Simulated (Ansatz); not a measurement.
Total energies of C$_{3}$H$_{3}$FS (`F/C=C1\CS1`).

Z-matrix (Å, degrees):
```
C
S 1 1.832
C 1 1.449 2 62.1
H 1 1.085 2 115.3 3 110.5
H 1 1.085 2 115.3 3 -110.5
C 3 1.313 1 146.4 2 -180.0
F 6 1.341 3 121.0 1 -0.0
H 6 1.082 3 125.5 1 180.0
```

The species carries charge 0 and has multiplicity 1. All single points use the PBE0-D4/def2-TZVP geometry. Basis def2-TZVPP, Ansatz.

RPA on PBE orbitals: Hartree–Fock energy of these orbitals -612.28584 Eh, correlation -1.41764 Eh (frozen core).

```
             functional  energy without D4 (Eh)  D4 term (kJ/mol)
            LDA (SPW92)              -611.12405                 –
                   BLYP              -614.13730             -36.3
                 r2SCAN              -614.05525              -3.8
                r2SCANh              -614.04111              -4.1
HSE06 (plane-wave form)              -613.80145             -12.5
                  BHLYP              -614.07413             -19.1
              CAM-B3LYP              -614.11090             -13.6
                ωB97X-V              -614.06108                 –
                ωB97M-V              -614.09789                 –
               PBE-QIDH              -613.69652                 –
```

Question: Give the same for PBE, revPBE, B97M-V, PBE0, B3LYP, r2SCAN0, LC-ωPBE, B2PLYP. (Best estimate.)

Answer: Computed: 
```
functional  energy without D4 (Eh)  D4 term (kJ/mol)
       PBE              -613.78250             -16.1
    revPBE              -614.06020             -52.9
    B97M-V              -614.05993                 –
      PBE0              -613.81918             -13.5
     B3LYP              -614.20998             -26.1
   r2SCAN0              -614.02116              -4.5
   LC-ωPBE              -613.93648                 –
    B2PLYP              -613.90655                 –
```

B3LYP takes the VWN-RPA correlation (the form of Gaussian; ORCA's B3LYP/G). HSE06 is the plane-wave form, built on full-range PBE exchange. The double hybrids freeze the cores in their second-order part.

LC-ωPBE has ω = 0.4 bohr⁻¹.
